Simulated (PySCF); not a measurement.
2-methyloxazole, C₄H₅NO.
SMILES with atom numbers: `[CH3:1][c:2]1[n:3][cH:4][cH:5][o:6]1` (hydrogens: H7, H8, H9 on C1; H10 on C4; H11 on C5)

Geometry (PBE0-D3(BJ)/def2-TZVP, Å), atoms numbered from 1 in this order:
```
atom  x, y, z in Å
C1    -1.7041    0.4365    0.5483
C2    -0.3453    0.0101    0.1590
N3     0.3628   -0.9559    0.6385
C4     1.5545   -0.9009   -0.0599
C5     1.4978    0.1136   -0.9439
O6     0.2813    0.7083   -0.8142
H7    -2.1358   -0.3146    1.2061
H8    -1.6752    1.3930    1.0770
H9    -2.3402    0.5604   -0.3298
H10    2.3577   -1.5956    0.1241
H11    2.1658    0.5201   -1.6833
```

Level: wB97X-D/pcSseg-2 in PySCF, non-relativistic, on one gas-phase PBE0-D3(BJ)/def2-TZVP geometry that isn't relaxed in the solvent. The solvent is an IEF-PCM continuum (van der Waals radii × 1.2). Specific hydrogen bonds and non-electrostatic terms are outside this model.

Gas phase at wB97X-D/pcSseg-2: HOMO -8.82 eV, LUMO 1.86 eV, dipole 1.43 D.

Question: What does the continuum do to the energy, the frontier levels and the dipole at wB97X-D/pcSseg-2 in chloroform?

Answer: 
```csv
solvent,ε,E(solvent) − E(gas) (kJ/mol),polarisation term (kJ/mol),distortion of the solute (kJ/mol),HOMO (eV),LUMO (eV),dipole (D)
chloroform,4.711,-15.46,-17.22,1.76,-8.83,1.85,1.83
```

The polarisation term is half the interaction of the solute with the surface charges that it induces; the rest is the cost of distorting the solute's density. The sum is the electrostatic part of solvation alone.

Question: Which radius a makes the point-dipole formula ΔE = −[(ε − 1)/(2ε + 1)]·μ²/a³ give the value in chloroform, with the gas-phase dipole?

Answer: μ = 0.562 au and |ΔE| = 0.00589 Eh give a = 1.41 Å; the farthest nucleus lies 2.85 Å from the centroid of the nuclei, so such a sphere wouldn't even hold the nuclei. The formula assumes a rigid point dipole at the centre of a sphere.

Question: Give the dipole vector in the frame of the coordinates (D, pointing from negative to positive charge), gas and chloroform.

Answer: Gas (-0.08, 1.09, -0.91), solvent (-0.08, 1.40, -1.18). Its length changes by +28 % and its direction by less than 1°.

wB97X-D is run here without its empirical dispersion term; that term would change no orbital, density or response property at a fixed geometry.
